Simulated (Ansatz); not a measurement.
## Property card for KNiF3

The calculation used Ansatz, DFT PBEsol, scalar-relativistic, plane waves, PAW.

Settings: cutoff 420 eV, Γ-centred mesh 10×10×10 on the computed 5-atom cell, Gaussian smearing of 0.02 eV; collinear spin from starting moments 0 1.84 0 0 0 μB.

The structure is relaxed at this level of theory with its symmetry kept. Whether it is the stable form of this composition wasn't checked.

Space group Pm-3m (No. 221). a = 4.001 Å, b = 4.001 Å, c = 4.001 Å, α = 90.00°, β = 90.00°, γ = 90.00°
| atom | site | symmetry | x | y | z |
| --- | --- | --- | --- | --- | --- |
| K | 1a | m-3m | 0.0000 | 0.0000 | 0.0000 |
| Ni | 1b | m-3m | 0.5000 | 0.5000 | 0.5000 |
| F | 3c | 4/mm.m | 0.5000 | 0.5000 | 0.0000 |

Question: Formation energy from the elements' standard states (uncorrected)?

Answer: -2.131 eV/atom.

Question: Kohn–Sham band gap?

Answer: 0.44 eV, indirect from R to Γ.

Question: Löwdin character of the top 1 eV of the valence band?

Answer: Ni 3d 83 %, F 2p 17 %.

Question: Löwdin character of the lowest 1 eV of the conduction band?

Answer: Ni 3d 88 %, F 2p 8 % (semilocal functionals without a Hubbard U place empty 3d levels too low).

Question: Electron masses at the edge by Cartesian direction of the standard setting (m_e; degenerate bands sorted by energy; no spin-orbit coupling)?

Answer: x: over 30, 0.71; y: over 30, 0.71; z: over 30, 0.71.

Question: Hole masses at the edge by Cartesian direction of the standard setting (m_e; degenerate bands sorted by energy; no spin-orbit coupling)?

Answer: x: 10, 0.53; y: 10, 0.53; z: 10, 0.53.

Question: Bulk modulus?

Answer: 85 GPa.

Question: Its pressure derivative?

Answer: 4.7.

Question: Electronic dielectric constant xx, yy, zz of the standard setting (independent particles)?

Answer: 2.8, 2.8, 2.8.

Question: Bader charges (e)?

Answer: K (1 in the cell) 0.88, Ni (1 in the cell) 1.38, F (3 in the cell) -0.75.

Question: Total moment?

Answer: 2.00 μB per cell.

Question: Site moments (μB; atoms counted from 1 over the whole cell)?

Answer: Ni (atom 2) 1.67, F (atom 3) 0.09, F (atom 4) 0.09, F (atom 5) 0.09.

Only this magnetic start was tried.

Symmetry holds off the tilts and polar distortions that many cubic perovskites undergo.